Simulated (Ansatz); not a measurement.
Bi2S3 (Pnma, No. 62), treated with LDA (PAW; Ansatz, a first-principles code).

Input:

Ansatz 0.2 input:
```yaml
crystal:
  lattice:
    - [11.0074118105, 0.0, 0.0]
    - [0.0, 3.9394707011, 0.0]
    - [0.0, 0.0, 10.8363909459]
  atoms:
    - { symbol: Bi, position: [0.4952824313, 0.25, 0.3241914533] }
    - { symbol: Bi, position: [0.0047175687, 0.75, 0.8241914533] }
    - { symbol: Bi, position: [0.9952824313, 0.25, 0.1758085467] }
    - { symbol: Bi, position: [0.5047175687, 0.75, 0.6758085467] }
    - { symbol: Bi, position: [0.3319203187, 0.75, 0.0298561885] }
    - { symbol: Bi, position: [0.1680796813, 0.25, 0.5298561885] }
    - { symbol: Bi, position: [0.8319203187, 0.75, 0.4701438115] }
    - { symbol: Bi, position: [0.6680796813, 0.25, 0.9701438115] }
    - { symbol: S, position: [0.2809853539, 0.25, 0.1953823416] }
    - { symbol: S, position: [0.2190146461, 0.75, 0.6953823416] }
    - { symbol: S, position: [0.7809853539, 0.25, 0.3046176584] }
    - { symbol: S, position: [0.7190146461, 0.75, 0.8046176584] }
    - { symbol: S, position: [0.5499369241, 0.75, 0.1293326457] }
    - { symbol: S, position: [0.9500630759, 0.25, 0.6293326457] }
    - { symbol: S, position: [0.0499369241, 0.75, 0.3706673543] }
    - { symbol: S, position: [0.4500630759, 0.25, 0.8706673543] }
    - { symbol: S, position: [0.3768724752, 0.75, 0.4426699656] }
    - { symbol: S, position: [0.1231275248, 0.25, 0.9426699656] }
    - { symbol: S, position: [0.8768724752, 0.75, 0.0573300344] }
    - { symbol: S, position: [0.6231275248, 0.25, 0.5573300344] }
basis:
  ecutwfc: 520
  ecutrho_ratio: 4
  xc_grid: 2
kpoints:
  mp_grid: { grid: [4, 8, 4] }
  band_path:
    path:
      - [0.0, 0.0, 0.0]
      - [0.25, 0.0, 0.0]
      - [0.5, 0.0, 0.0]
      - [0.5, 0.071429, 0.0]
      - [0.5, 0.142857, 0.0]
      - [0.5, 0.214286, 0.0]
      - [0.5, 0.285714, 0.0]
      - [0.5, 0.357143, 0.0]
      - [0.5, 0.428571, 0.0]
      - [0.5, 0.5, 0.0]
      - [0.25, 0.5, 0.0]
      - [0.0, 0.5, 0.0]
      - [0.0, 0.428571, 0.0]
      - [0.0, 0.357143, 0.0]
      - [0.0, 0.285714, 0.0]
      - [0.0, 0.214286, 0.0]
      - [0.0, 0.142857, 0.0]
      - [0.0, 0.071429, 0.0]
      - [0.0, 0.0, 0.25]
      - [0.0, 0.0, 0.5]
      - [0.25, 0.0, 0.5]
      - [0.5, 0.0, 0.5]
      - [0.5, 0.071429, 0.5]
      - [0.5, 0.142857, 0.5]
      - [0.5, 0.214286, 0.5]
      - [0.5, 0.285714, 0.5]
      - [0.5, 0.357143, 0.5]
      - [0.5, 0.428571, 0.5]
      - [0.5, 0.5, 0.5]
      - [0.25, 0.5, 0.5]
      - [0.0, 0.5, 0.5]
      - [0.0, 0.428571, 0.5]
      - [0.0, 0.357143, 0.5]
      - [0.0, 0.285714, 0.5]
      - [0.0, 0.214286, 0.5]
      - [0.0, 0.142857, 0.5]
      - [0.0, 0.071429, 0.5]
      - [0.5, 0.0, 0.25]
      - [0.0, 0.5, 0.25]
      - [0.5, 0.5, 0.25]
    npoints: 1
hamiltonian:
  xc: lda
  dispersion: none
  pseudopotentials: { kind: paw }
scf:
  occupations: { method: fermi_dirac, width: 0.01 }
  convergence: { dr2_threshold: 0.000000002 }
output:
  forces: true
  stress: true
  eigenvalues: true
  write_bands: true
```

The run printed, among other lines:

```
Crystal: 20 atoms, lattice volume = 469.902 Å³
Basis set: ecut = 520 eV, 12675 PW (Γ), exchange–correlation on 180×60×162 points (8 copies of the dense FFT grid, shifted against one another)
Bands: 116, of which v1, the nominal top of the filled ones, is band 96 counted from 1 (95 counted from 0)
Symmetry: 8 space group operations
Space group: Pnma (ITA 62), of the structure as read, at distance tolerance 7.8e-5 Å
k-points: 45 of 128
Functional: x = slater, c = lda
SCF iter   1: F=—  HF=-107129.061152 eV  |F-HF|=—  |Δ(HF+E_count)|=         —  Δρ=6.74e-3  dr2=2.90e-1
SCF iter   2: F=—  HF=-107129.002096 eV  |F-HF|=—  |Δ(HF+E_count)|=   5.91e-2  Δρ=3.66e-3  dr2=8.41e-2
  ...
SCF iter   7: F=—  HF=-107128.978915 eV  |F-HF|=—  |Δ(HF+E_count)|=   2.63e-8  Δρ=1.14e-6  dr2=1.01e-8
SCF iter   8: F=-107128.978915 eV  HF=-107128.978915 eV  |F-HF|=1.89e-10  |Δ(HF+E_count)|=  3.20e-10  Δρ=2.53e-7  dr2=4.18e-10
SCF 1 converged in 8 iterations: F = -107128.978915 eV  dr2 = 4.18e-10
SCF converged after 8 iterations
Free energy (F): -107128.978915 eV
Internal energy: -107128.978915 eV  (E = F + TS)
E sigma→0 (E₀):  -107128.978915 eV
Fermi energy:    9.019116 eV
--- Forces (eV/Å), atoms counted from 1 ---
  atom   1  Bi    -0.00018854     0.00000000    -0.00021232
  atom   2  Bi     0.00018854     0.00000000    -0.00021232
  atom   3  Bi    -0.00018854     0.00000000     0.00021232
  atom   4  Bi     0.00018854     0.00000000     0.00021232
  atom   5  Bi     0.00068393     0.00000000     0.00035699
  atom   6  Bi    -0.00068393     0.00000000     0.00035699
  atom   7  Bi     0.00068393     0.00000000    -0.00035699
  atom   8  Bi    -0.00068393     0.00000000    -0.00035699
  atom   9  S     -0.00117597     0.00000000     0.00079005
  atom  10  S      0.00117597     0.00000000     0.00079005
  atom  11  S     -0.00117597     0.00000000    -0.00079005
  atom  12  S      0.00117597     0.00000000    -0.00079005
  atom  13  S     -0.00043152    -0.00000000     0.00056073
  atom  14  S      0.00043152    -0.00000000     0.00056073
  atom  15  S     -0.00043152    -0.00000000    -0.00056073
  atom  16  S      0.00043152    -0.00000000    -0.00056073
  atom  17  S     -0.00087650     0.00000000    -0.00168389
  atom  18  S      0.00087650     0.00000000    -0.00168389
  atom  19  S     -0.00087650     0.00000000     0.00168389
  atom  20  S      0.00087650     0.00000000     0.00168389
--- Stress (GPa, compression-positive) ---
       -0.001343       0.000000       0.000000
        0.000000      -0.002610       0.000000
        0.000000       0.000000       0.002287
  P = ⅓ Tr σ = -0.0006 GPa (-0.006 kbar)
```

The PAW data were made under PBE.

Note: the volume lies 7 % below that of the published cell.

Computing time: very roughly 5 core-minutes.
